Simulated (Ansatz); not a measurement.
This script drives Ansatz 0.2.0, Python API.

Input file `bh3o2.xyz`:
```text
6

O    -1.00250   -0.74050   -0.53670
B     0.28350   -0.16210   -0.31770
O     0.83880   -0.20340    1.00660
H    -1.58330    0.08430   -0.40540
H     0.90520    0.29190   -1.23260
H     0.60040    0.66570    1.43960
```

Script `bh3o2.py`:
```python
'''Molecular dynamics of one BH3O2 molecule.'''

import warnings

import ansatz as az
import numpy as np


def main() -> None:
    warnings.simplefilter('ignore', az.DeckWarning)

    geometry = az.Crystal.molecule_from_extxyz('bh3o2.xyz')

    setup = (
        geometry.calculation()
        .basis(gaussian='def2-SVP')  # atom-centred Gaussian functions
        .functional('pbe0')
        .md('nve', timestep=0.5, steps=40, temperature=200, initial_velocities='maxwell_boltzmann', seed=68)
    )
    frames = []
    setup.session().plan().execute(on_event=lambda e: frames.append(e['data']) if e['event'] == 'md_step' else None)
    print('t (fs)   E_pot (eV)      E_kin (eV)   T (K)   d(0-1) (A)')
    for f in frames[::2]:
        xyz = np.array(f['positions_ang'])
        print(f'{f["time_fs"]:6.2f} {f["lagrangian_ev"]:14.5f} {f["e_kin_ev"]:10.5f} {f["temperature_k"]:8.1f} {np.linalg.norm(xyz[0] - xyz[1]):9.4f}')
    kept = np.array([f['conserved_ev'] for f in frames])
    print(f'conserved energy moves by at most {1000 * np.ptp(kept):.3f} meV')
    symbols = [site.symbol for site in geometry.cartesian_sites]
    with open('last_frame.xyz', 'w') as handle:
        handle.write(f'{len(symbols)}\nt = {frames[-1]["time_fs"]} fs\n')
        handle.writelines('{:2s} {:10.5f} {:10.5f} {:10.5f}\n'.format(s, *xyz) for s, xyz in zip(symbols, frames[-1]['positions_ang']))


if __name__ == '__main__':
    main()
```

It is started by `python bh3o2.py`. How long does it take on 1 thread of Intel(R) Xeon(R) Platinum 8488C (Sapphire Rapids) (shared host), and how much memory does it need?

It took about 57 s, with a peak of 0.18 GiB, for 1 run of the engine.

```console
$ python bh3o2.py
t (fs)   E_pot (eV)      E_kin (eV)   T (K)   d(0-1) (A)
  0.00    -4811.51598    0.10341    200.0    1.4270
  1.00    -4811.50226    0.08959    173.3    1.4322
  2.00    -4811.54741    0.13341    258.0    1.4355
  3.00    -4811.57598    0.16117    311.7    1.4368
  4.00    -4811.55206    0.13893    268.7    1.4361
  5.00    -4811.56924    0.15723    304.1    1.4334
  6.00    -4811.68054    0.26618    514.8    1.4286
  7.00    -4811.76639    0.35104    679.0    1.4221
  8.00    -4811.76784    0.35394    684.5    1.4141
  9.00    -4811.76202    0.34921    675.4    1.4051
 10.00    -4811.81419    0.40084    775.3    1.3954
 11.00    -4811.89224    0.47736    923.3    1.3851
 12.00    -4811.91038    0.49554    958.4    1.3742
 13.00    -4811.87534    0.46279    895.1    1.3624
 14.00    -4811.89844    0.48526    938.5    1.3497
 15.00    -4811.95005    0.53471   1034.2    1.3366
 16.00    -4811.92821    0.51401    994.1    1.3243
 17.00    -4811.89526    0.48298    934.1    1.3144
 18.00    -4811.96447    0.55220   1068.0    1.3081
 19.00    -4812.13758    0.72354   1399.4    1.3059
 20.00    -4812.30943    0.89439   1729.8    1.3078
conserved energy moves by at most 3.360 meV
```

`last_frame.xyz`, as written:
```text
6
t = 20.0 fs
O    -0.93992   -0.69983   -0.50699
B     0.22593   -0.16993   -0.24177
O     0.77731   -0.19992    0.96981
H    -1.70878   -0.39392   -0.96981
H     0.80697    0.38031   -1.19521
H     1.42422    0.43865    1.26468
```

What to keep in mind:
- Total energies depend on the basis set; only differences at equal settings carry meaning.
- The trajectory is only some femtoseconds long, so its temperature is not equilibrated; where the script doesn't relax first, it starts from a rough generated geometry.
- The temperature counts the internal degrees of freedom alone.

(Lines on the test bed's own set-up are left out of the output.)
